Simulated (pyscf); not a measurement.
F–Mo(F)(F)(F)=S + H₂S → F–Mo(F)(F)(F)(SH)–SH (addition across a multiple bond or ene-type step; singlet surface; H–S broken, H–S, Mo–S formed). Optimised with ωB97X-D3(BJ)/def2-SVP in PySCF. Energies in kcal/mol from the separated reactants.

```json
[
 {"level": "PBE/def2-TZVP", "barrier": "29.2", "reaction energy": "+11.2"},
 {"level": "r²SCAN/def2-TZVP", "barrier": "…", "reaction energy": "+10.5"},
 {"level": "B3LYP-D3(BJ)/def2-TZVP", "barrier": "35.1", "reaction energy": "+13.2"},
 {"level": "PBE0-D3(BJ)/def2-TZVP", "barrier": "32.7", "reaction energy": "+11.3"},
 {"level": "ωB97M-D3(BJ)/def2-TZVP", "barrier": "…", "reaction energy": "…"},
 {"level": "HF/def2-TZVP", "barrier": "66.1", "reaction energy": "+33.0"}
]
```

**Question.** Fill in the missing entries.

**Answer.** 
- r²SCAN/def2-TZVP, barrier: 30.6
- ωB97M-D3(BJ)/def2-TZVP, barrier: 41.4
- ωB97M-D3(BJ)/def2-TZVP, reaction energy: +17.2

The functionals in the table span 12.2 kcal/mol in this barrier, from PBE to ωB97M-D3(BJ)/def2-TZVP. On the reactant side the descent ends in an adduct with a Mo–S contact, 1.5 kcal/mol over the separated species and 33.7 kcal/mol under the saddle at ωB97X-D3(BJ)/def2-TZVP. What is counted as formed (Mo–S) is already present as a longer contact in the reactant adduct; forming that adduct is a step of its own. At ωB97X-D3(BJ)/def2-TZVP the barrier from the zero used here is 35.1 kcal/mol. From the product side, SH• + [F–Mo(F)(F)(F)–SH]• lies, by one bond made or cut, 6.0 kcal/mol under this saddle at ωB97M-D3(BJ)/def2-TZVP. This is the saddle that the search found; another between the same sides may lie lower. Elements past Kr carry the def2 core potentials, without spin-orbit coupling.
